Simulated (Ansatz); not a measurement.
A nudged elastic band was laid between two geometries of C₂H₄OS (8 atoms, charge 0, multiplicity 1).

Level of theory: Ansatz 0.2.0, RHF/def2-SVP.

```
movable images  : 5
climbing image  : yes
spring          : 5.0 eV/Å²
optimiser       : quadratic models (default)
start path      : IDPP
force threshold : 0.05 eV/Å
iteration limit : 60
end points      : relaxed
```

First end point:

```xyz
8
Properties=species:S:1:pos:R:3
C 0.018 1.040 -0.226
C 0.332 -0.402 0.085
O 1.422 -0.841 0.171
S -1.128 -1.418 0.318
H 0.951 1.584 -0.349
H -0.565 1.478 0.585
H -0.574 1.104 -1.140
H -0.457 -2.545 0.556
```

Last end point:

```xyz
8
Properties=species:S:1:pos:R:3
C -0.211 0.918 -0.496
C 0.170 -0.489 -0.108
O 0.530 -1.314 -0.867
S 0.018 -0.811 1.652
H 0.388 1.638 0.061
H -1.260 1.096 -0.256
H -0.050 1.043 -1.563
H 0.415 -2.082 1.578
```

(1) What changes between the two ends?

(2) Give the energies along the band, and the barrier.

(3) What is the geometry of the highest image?

(4) What are the harmonic wavenumbers there?

Results:

(1) No bond is made or broken. The dihedral H5–C1–C2–S4 goes from 180 to 57°. The two ends are copies of one structure, up to a mirror image or an exchange of like atoms.

(2) The forces met the threshold. The highest image is number 3 of 0 to 6, 0.021 eV above the ends, which have the same energy within 2 meV. A vibrational analysis at the climbing image gives one clearly imaginary mode, 104i cm⁻¹: a first-order saddle point.

```tsv
image	path coordinate (Å)	energy (eV)	dihedral H5–C1–C2–S4 (°)
0	0.00	0.000	180
1	0.46	0.004	161
2	0.92	0.015	142
3	1.37	0.021	121
4	1.85	0.014	100
5	2.33	0.004	78
6	2.81	0.000	57
```

(3) 
```xyz
8
Properties=species:S:1:pos:R:3
C -0.076 0.989 -0.378
C 0.274 -0.441 -0.043
O 1.157 -1.030 -0.556
S -0.771 -1.176 1.208
H 0.800 1.609 -0.186
H -0.922 1.365 0.193
H -0.300 1.045 -1.443
H -0.161 -2.363 1.205
```

(4) 104i, 347, 409, 494, 590, 679, 948, 1106, 1111, 1234, 1505, 1571, 1575, 2016, 2885, 3201, 3295, 3314 cm⁻¹.

Time of the run: 35 s on 1 thread of Arm Neoverse V2, on a shared host, peak memory 0.14 GiB.
